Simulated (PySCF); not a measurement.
**Does the structure fit the spectrum?**

A compound C₆H₆ gives the data below (simulated from a calculation) and was assigned the structure `C=CC=C1C=C1`.

¹³C{¹H} NMR (computed): δ 133.9 (CH, 6C).

¹H NMR (500 MHz, computed): δ 7.66 (s, 6H).

[PySCF 2.14: J couplings at B3LYP/pcJ-1 (without the spin–dipole term); geometry: GFN2-xTB; GIAO PBE0/pcSseg-1 shieldings; no relativistic terms; one averaged value for each set of equivalent atoms; gas phase; a single conformation]

δ = σ(ref) − σ, references computed at the same level: TMS for ¹H and ¹³C.

(1) Compare with the shifts computed for the proposed structure, pairing carbons in order of shift.

(2) Which isomer fits?

Answers

(1) Atom-mapped SMILES (the numbers label the heavy atoms): `[CH2:1]=[CH:2][CH:3]=[C:4]1[CH:5]=[CH:6]1`. Each H is labelled by its parent atom.

```tsv
atom	computed for proposal	given list	difference
C6	145.1	133.9	+11.2
C2	144.2	133.9	+10.3
C5	143.4	133.9	+9.5
C4	121.9	133.9	-12.0
C1	111.3	133.9	-22.6
C3	90.8	133.9	-43.1
```

The rms difference is 21.7 ppm and the largest -43.1 ppm at C3 (alkene CH). The proposal also would give 6 carbon signals, not 1. The carbon types in order of shift don't match either: CH, CH, CH, C, CH2, CH for the proposal against CH, CH, CH, CH, CH, CH in the data. The proposal doesn't fit.

(2) benzene (SMILES c1ccccc1).

1. Carbon types of the structure: 6 × CH, which accounts for all hydrogens.
2. δC 133.9: aromatic CH; the aromatic region.
3. δH 7.66: hydrogen on an aromatic CH; aromatic region.

The shifts were computed for this structure.

Shifts are as computed. Against solution values, carbons near 30 ppm lie about +3 ppm off and those near 130 ppm about +5 ppm. Of 1211 compounds with measured shifts, 218 miss one by over three times the rms of a fit or turn the order of signals round; such compounds aren't used in these exercises.
